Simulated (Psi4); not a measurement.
# OH− (hydroxide) at PBE/d-aug-cc-pVTZ (sweep point 10)

Aim: the vertical ionisation energy of OH− (hydroxide) at PBE/d-aug-cc-pVTZ (sweep point 10), from 2 runs. 

The calculation is run with Psi4 1.11.

**1. The molecule**

OH− has 2 atoms, charge -1, and is taken as a singlet. SMILES: `[OH-]`. Geometry: relaxed at PBE0-D4/def2-TZVPD.

Bond lengths: O1–H2 0.964 Å.

**2. A single-point energy at PBE/d-aug-cc-pVTZ (sweep point 10)**

The input, calc.dat:

```
memory 1600 MB

molecule m {
  -1 1
  O      0.411800    -0.131800     0.212500
  H     -0.411800     0.131800    -0.212500
  symmetry c1
}

set {
  basis d-aug-cc-pVTZ
  puream true
  scf_type pk
  dft_radial_points 99
  dft_spherical_points 590
}

energy("pbe")
```

The run is started by

```console
$ psi4 -n 1 calc.dat calc.out
```

calc.out:

```text
[...]
  Running in c1 symmetry.
[...]
  Nuclear repulsion =    4.393567039872164
[...]
  Multiplicity = 1
[...]
  Nalpha       = 5
  Nbeta        = 5
[...]
    Number of basis functions: 94
[...]
   @RKS iter   1:   -75.32848211853107    9.45734e-03   1.09494e-02 DIIS/ADIIS
[...]
   @RKS iter  12:   -75.75660304530300   -5.63631e-09   6.01949e-08 DIIS
[...]
    Orbital Energies [Eh]
    ---------------------
    Doubly Occupied:
       1A    -18.424210     2A     -0.536560     3A     -0.068298
       4A      0.064879     5A      0.064879
[...]
  @RKS Final Energy:   -75.75660304530300
   => Energetics <=
    Nuclear Repulsion Energy =              4.3935670398721642
    One-Electron Energy =                -116.0692572614326536
    Two-Electron Energy =                  44.9264194759931712
    DFT Exchange-Correlation Energy =      -9.0073322997356868
    Empirical Dispersion Energy =           0.0000000000000000
    VV10 Nonlocal Energy =                  0.0000000000000000
    Total Energy =                        -75.7566030453029953
[...]
 Multipole Moments:
 ------------------------------------------------------------------------------------
     Multipole            Electronic (a.u.)      Nuclear  (a.u.)        Total (a.u.)
 ------------------------------------------------------------------------------------
 L = 1.  Multiply by 2.5417464519 to convert [e a0] to [Debye]
 Dipole X            :         -0.0000000           -0.0000000           -0.0000000
 Dipole Y            :          0.0000000           -0.0000000            0.0000000
 Dipole Z            :          0.4399381           -0.8494811           -0.4095430
 Magnitude           :                                                    0.4095430
[...]
```

It took 5.4 s on 1 thread of Intel Xeon 6975P-C (Granite Rapids), shared host; peak memory 0.69 GiB.

**3. Doublet neutral OH, same level**

The input, calc.dat:

```
memory 1.6 GB

molecule {
  0 2
  O      0.411800    -0.131800     0.212500
  H     -0.411800     0.131800    -0.212500
  units angstrom
  symmetry c1
}

set {
  basis                d-aug-cc-pVTZ
  reference            uks
  puream               true
  scf_type             pk
  dft_radial_points    99
  dft_spherical_points 590
  maxiter              150
}

e_tot = energy("pbe")
```

The run is started by

```console
$ psi4 calc.dat calc.out -n 1
```

calc.out:

```text
[...]
  Running in c1 symmetry.
[...]
  Nuclear repulsion =    4.393567039872164
[...]
  Multiplicity = 2
[...]
  Nalpha       = 5
  Nbeta        = 4
[...]
    Number of basis functions: 94
[...]
   @UKS iter   1:   -75.61089036392910   -2.72951e-01   4.72539e-03 DIIS/ADIIS
[...]
   @UKS iter   7:   -75.68224767601600   -2.43218e-08   3.90605e-07 DIIS
[...]
   @S^2 Observed:                7.523087471E-01
[...]
    Orbital Energies [Eh]
    ---------------------
    Alpha Occupied:
       1A    -18.832218     2A     -0.938182     3A     -0.430957
       4A     -0.367518     5A     -0.294481
    Alpha Virtual:
       6A     -0.029391     7A      0.012926     8A      0.022540
       9A      0.024055    10A      0.025271    11A      0.054115
      12A      0.060848    13A      0.062243    14A      0.070141
      15A      0.129646    16A      0.137751    17A      0.137949
      18A      0.139400    19A      0.146550    20A      0.159123
      21A      0.166971    22A      0.169138    23A      0.196579
      24A      0.232095    25A      0.232998    26A      0.234694
[...]
  @UKS Final Energy:   -75.68224767601600
   => Energetics <=
    Nuclear Repulsion Energy =              4.3935670398721642
    One-Electron Energy =                -112.6345352189207460
    Two-Electron Energy =                  41.3525491334402631
    DFT Exchange-Correlation Energy =      -8.7938286304076918
    Empirical Dispersion Energy =           0.0000000000000000
    VV10 Nonlocal Energy =                  0.0000000000000000
    Total Energy =                        -75.6822476760160043
[...]
 Multipole Moments:
 ------------------------------------------------------------------------------------
     Multipole            Electronic (a.u.)      Nuclear  (a.u.)        Total (a.u.)
 ------------------------------------------------------------------------------------
 L = 1.  Multiply by 2.5417464519 to convert [e a0] to [Debye]
 Dipole X            :          0.0000000           -0.0000000            0.0000000
 Dipole Y            :          0.0000000           -0.0000000            0.0000000
 Dipole Z            :          0.2228023           -0.8494811           -0.6266789
 Magnitude           :                                                    0.6266789
[...]
```

It took 5.7 s on 1 thread of Intel Xeon 6975P-C (Granite Rapids), shared host; peak memory 0.69 GiB.

**4. What came out**

At PBE/d-aug-cc-pVTZ (sweep point 10):

| quantity | value |
| --- | --- |
| singlet OH−: total energy | -75.75660 Eh |
| singlet OH−: HOMO energy | 1.77 eV |
| singlet OH−: LUMO energy | 1.98 eV |
| singlet OH−: HOMO–LUMO gap (to an unbound level, set by the basis) | 0.21 eV |
| doublet neutral OH: total energy | -75.68225 Eh |
| doublet neutral OH: dipole moment | 1.59 D |
| doublet neutral OH: HOMO energy (highest over α and β) | -7.39 eV |
| doublet neutral OH: LUMO energy (lowest over α and β) | -6.47 eV |
| doublet neutral OH: ⟨S²⟩ | 0.752 |
| vertical detachment energy (to the doublet neutral) | 2.023 eV |

**Reading.** The vertical ionisation energy comes to 2.02 eV (47 kcal/mol). −ε(HOMO) before ionisation, -1.77 eV, is 3.79 eV below this ionisation energy. The HOMO (singlet OH−) lies at positive energy, 1.77 eV, as semi-local functionals often give for anions; only total energies tell whether the electron is bound.
